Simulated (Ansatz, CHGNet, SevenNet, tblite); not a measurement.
# How well does each level of theory give the TO(Γ) frequency of zinc-blende GaP?

Reference value: 366 cm⁻¹ (measured, temperature not stated, not corrected to a static lattice; as tabulated in Han and Bester (2011), arXiv:1107.0196).

Q: What do GFN1-xTB, CHGNet 0.3.0, CHGNet-r²SCAN, SevenNet-0, LDA, PBE, r²SCAN give, and how far is each from the reference?

A: 
```
level (code)       value (cm⁻¹)  cell (Å³/atom)  difference (%)
-----------------  ------------  --------------  --------------
GFN1-xTB (tblite)           290           22.64             -21
CHGNet 0.3.0                210           20.82             -43
CHGNet-r²SCAN               188           20.32             -49
SevenNet-0                  287           20.88             -22
LDA (Ansatz)                365           19.59            -0.3
PBE (Ansatz)                345           20.87            -5.7
r²SCAN (Ansatz)             360           20.25            -1.6
```

Once the reference is moved by up to 3.0 % (a margin picked here for doubts on the reference and the settings, and for temperature and zero-point motion) and values within 0.7 % count as equal, the nearest can be LDA (-0.3 %) or r²SCAN (-1.6 %). Farthest off among them: CHGNet-r²SCAN (-49 %). Within 10 %: LDA, PBE, r²SCAN.

The measured value isn't corrected to a static lattice, so vibrations enter the comparison.  GFN1-xTB: the method was fitted mainly to molecules. GFN1-xTB: the run uses a supercell at the zone centre in place of a k mesh. Each level is taken at its own relaxed cell. Cutoffs differ between the levels. Ansatz's density-functional and Hartree–Fock values are scalar-relativistic unless marked +SOC, with PAW data made under PBE.

Machine-learned potentials (CHGNet 0.3.0, CHGNet-r²SCAN, SevenNet-0) are trained on DFT data: a solid inside that data is no test of them.

Differences are worked out from the printed values.

Ansatz is a program for electronic structure.
